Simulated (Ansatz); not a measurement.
# ScAl3: computed properties

Theory: DFT PBEsol, scalar-relativistic, plane waves, PAW (Ansatz).

Settings: cutoff 420 eV, Γ-centred mesh 14×14×14 on the computed 4-atom cell, Gaussian smearing of 0.10 eV; no spin polarisation.

The structure is relaxed at this level of theory with its symmetry kept. Whether it is the stable form of this composition wasn't checked.

```cif
data_structure
_symmetry_space_group_name_H-M 'I4/mmm'
_symmetry_Int_Tables_number 139
_cell_length_a 3.9915
_cell_length_b 3.9915
_cell_length_c 8.7396
_cell_angle_alpha 90.000
_cell_angle_beta 90.000
_cell_angle_gamma 90.000
_cell_volume 139.24
loop_
_atom_site_label
_atom_site_type_symbol
_atom_site_symmetry_multiplicity
_atom_site_Wyckoff_symbol
_atom_site_fract_x
_atom_site_fract_y
_atom_site_fract_z
_atom_site_occupancy
Sc1 Sc 2 a 0.00000 0.00000 0.00000 1
Al1 Al 4 d 0.00000 0.50000 0.25000 1
Al2 Al 2 b 0.50000 0.50000 0.00000 1
```

Problem. Formation energy from the elements' standard states (uncorrected)?

Solution. -0.375 eV/atom.

Problem. Density of states at the Fermi level?

Solution. 2.10 states/eV per cell.

Problem. Löwdin character within 0.5 eV of the Fermi level?

Solution. Sc 3d 50 %, Al 3p 39 %, Al 3s 7 %.

Problem. Bulk modulus?

Solution. 87 GPa.

Problem. Its pressure derivative?

Solution. 4.1.

Problem. Bader charges (e)?

Solution. Sc (1 in the cell) 1.14, Al (2 in the cell) -0.41, Al (1 in the cell) -0.32.